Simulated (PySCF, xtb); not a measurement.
carbonyl sulfide (COS), SMILES C(=O)=S.

Harmonic wavenumbers (cm⁻¹) from GFN2-xTB (xtb) at its own minimum, in rising order: 430, 430, 952, 2196.

What does B3LYP-D3(BJ)/def2-TZVP (PySCF) give at its own minimum? (An estimate is asked for; the answer gives what the named calculation found.)

530, 530, 880, 2115. Paired by order, the mean absolute difference is 88 cm⁻¹ and the zero-point energies are 5.7 and 5.8 kcal/mol.
